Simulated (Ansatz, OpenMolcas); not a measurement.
**From Ansatz to OpenMolcas**

Ansatz 0.2.0 runs this on HBS (SMILES B=S):

job.yaml:
```yaml
crystal:
  periodic: [false, false, false]
  atoms:
    - symbol: B
      position_ang: [-0.041030, -0.016100, 0.142540]
    - symbol: S
      position_ang: [0.395320, 0.146510, -1.379660]
    - symbol: H
      position_ang: [-0.354300, -0.130410, 1.237110]
basis:
  gaussian: {orbitals: STO-3G}
hamiltonian: {xc: hf}
accuracy: high
```

```bash
$ ansatz run job.yaml --threads 1 --pin off --max-ram 2610MiB --events-out events.jsonl --progress --plain --runs-dir runs
```

The shape is that of a GFN2-xTB optimisation.

It gives a total energy of -418.121283 Eh.

Question: Write the same calculation for OpenMolcas 26.06 as an input file of the program's own.

Answer: For example:

job.inp:
```
>>> EXPORT MOLCAS_PRINT=2

&gateway
 baslib=$CurrDir
 basisset
 B.STO-3G....
 B1 -0.041030 -0.016100 0.142540 angstrom
 End of Basis
 basisset
 S.STO-3G....
 S2 0.395320 0.146510 -1.379660 angstrom
 End of Basis
 basisset
 H.STO-3G....
 H3 -0.354300 -0.130410 1.237110 angstrom
 End of Basis

&seward

&scf
 thresholds=1e-10 1e-07 1e-07 1e-05
 prorbitals=1 1
```

```bash
$ export MOLCAS_MEM=1860
$ pymolcas job.inp > job.log
```

(Basis files named in the input come from the Basis Set Exchange and aren't shown.)

Its energy is -418.121283 Eh, the same as the first but for the last digit, at most.
